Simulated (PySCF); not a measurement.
The isolated species cyanide, `[C-]#N` is ionised with Mg Kα (hν = 1253.6 eV). Calculated photoelectron kinetic energies of its computed core levels, recoil neglected:

| line | kinetic energy (eV) |
| --- | --- |
| 1 | 969.81 |
| 2 | 856.31 |

Method used: delta-SCF UKS SCAN, pcX-2 on the ionised atom, pcseg-1 elsewhere, spin-free X2C in PySCF.

Question: Convert to binding energies and name the level and atom behind each line. Numbering: `[C-:1]#[N:2]`.

Answer: Against the vacuum level, binding energy = hν − kinetic energy.

```
line  binding energy (eV)  level  atoms           environment
   1               283.79   C 1s     C1    carbon bonded to N
   2               397.29   N 1s     N2  nitrogen bonded to C
```

Question: Where does line 2 move with hν = 1000.0 eV?

Answer: To 1000.0 − 397.29 = 602.71 eV; every photoline shifts by the change in photon energy, -253.6 eV.

Question: Which photon energy gives electrons from C 1s of C1 a kinetic energy of 20 eV, and what is their de Broglie wavelength?

Answer: hν = 283.79 + 20 = 303.79 eV, recoil neglected; λ = 12.264 Å/√(E/eV) = 2.74 Å.

Other core shells, valence and Auger electrons aren't listed. The unrestricted hole states depart most from a pure doublet (⟨S²⟩ = 0.75; over 0.85 named) for C 1s of C1 (0.86), which makes this value less certain. The species carries charge -1, so core ionisation leaves a neutral species. The basis sets have no added diffuse functions. Geometry: GFN2-xTB; no solvent, vibrations or thermal averaging.
